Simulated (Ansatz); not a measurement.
Reaction (SMILES): C1CC=1 → 3 C atom + 4 H atom
B3LYP-D3(BJ)/def2-TZVP geometries, fixed; electronic energies without zero-point terms.

Basis-set convergence of the atomisation energy at CCSD(T) with Ansatz (a first-principles code). Cartesian d functions, on some or all atoms, in 6-31G*; all else is spherical. Cores are frozen. Open shells are unrestricted. No added dispersion term, no relativity. Functions are those of the species that has most. Reference: Hartree-Fock in cc-pVQZ plus the correlation part extrapolated as X^-3 from cc-pVTZ and cc-pVQZ, 679.01 kcal/mol, itself unsure by roughly 2.49 kcal/mol (a third of the extrapolation step and of the last Hartree-Fock step). Deviations are taken from unrounded values. Cost is core time over that of cc-pVTZ, rough, on shared machines of one kind; a dash marks a row that isn't timed (too short, read off another run, short of memory, by another algorithm or on other hardware).

```json
[
 {"basis": "6-31G*", "functions": "53", "atomisation energy (kcal/mol)": "625.36", "minus reference (kcal/mol)": "-53.65", "cost": "-"},
 {"basis": "cc-pVDZ", "functions": "62", "atomisation energy (kcal/mol)": "627.72", "minus reference (kcal/mol)": "-51.29", "cost": "-"},
 {"basis": "pcseg-1", "functions": "62", "atomisation energy (kcal/mol)": "640.46", "minus reference (kcal/mol)": "-38.56", "cost": "-"},
 {"basis": "aug-cc-pVDZ", "functions": "105", "atomisation energy (kcal/mol)": "629.97", "minus reference (kcal/mol)": "-49.04", "cost": "0.7×"},
 {"basis": "cc-pVTZ", "functions": "146", "atomisation energy (kcal/mol)": "662.77", "minus reference (kcal/mol)": "-16.25", "cost": "1×"},
 {"basis": "def2-TZVPP", "functions": "149", "atomisation energy (kcal/mol)": "663.74", "minus reference (kcal/mol)": "-15.28", "cost": "1×"},
 {"basis": "6-311++G(3df,3pd)", "functions": "189", "atomisation energy (kcal/mol)": "666.68", "minus reference (kcal/mol)": "-12.34", "cost": "2×"},
 {"basis": "aug-cc-pVTZ", "functions": "230", "atomisation energy (kcal/mol)": "665.33", "minus reference (kcal/mol)": "-13.69", "cost": "4×"},
 {"basis": "cc-pVQZ", "functions": "285", "atomisation energy (kcal/mol)": "672.62", "minus reference (kcal/mol)": "-6.40", "cost": "-"}
]
```
